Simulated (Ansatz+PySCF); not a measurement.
Two shapes of doublet H2O2(+).

Shape 1:

```xyz
4

O     0.0000    0.4196    0.5018
O     0.0000   -0.4196   -0.5018
H     0.0000   -0.1602    1.3145
H     0.0000    0.1602   -1.3145
```

Shape 2:

```xyz
4

O     0.0000    0.4196    0.5018
O     0.0000   -0.4196   -0.5018
H     0.0000   -0.1485    1.2982
H     0.0000    0.1485   -1.2982
```

Basis set: cc-pVTZ (spherical functions). Left uncorrelated: 2 orbitals. Correlation on ROHF uses semicanonical orbitals with singles. Charge 1, multiplicity 2.

Computed with Ansatz (development build ahead of 0.2.0) and PySCF 2.14.0; the reference of a correlated method needn't be the lowest determinant of its kind.

(1) Which shape is lower in energy, and by how much in each method?

## Answers

(1)

| method | E(2) − E(1) (eV) |
| --- | --- |
| ROHF | -0.032 |
| UHF | -0.031 |
| ROHF-CCSD(T) | 0.008 |

The methods disagree on the order. Caution for ROHF: the determinant breaks the point group. Caution for ROHF-CCSD(T): the determinant is a saddle point.
